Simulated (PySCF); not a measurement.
# NaO⁻ at UHF-SCS-MP2

Computed with UHF-SCS-MP2; PySCF, no relativity, basis sets Na aug-cc-pVDZ, O aug-cc-pVDZ.

For NaO⁻, the state is ³Π (triplet), unpaired electrons σ ↑, π ↑. The bond length is 2.143 Å, the harmonic wavenumber is 385 cm⁻¹ and the force constant is 0.823 mdyn/Å. The rotational constant Be is 0.3891 cm⁻¹. The anharmonicity ωexe is 4.04 cm⁻¹ and the vibration–rotation constant αe is 0.00638 cm⁻¹.

Correlated steps freeze 2 core orbitals. The state was picked by a PBE0 search and need not be the measured ground state.
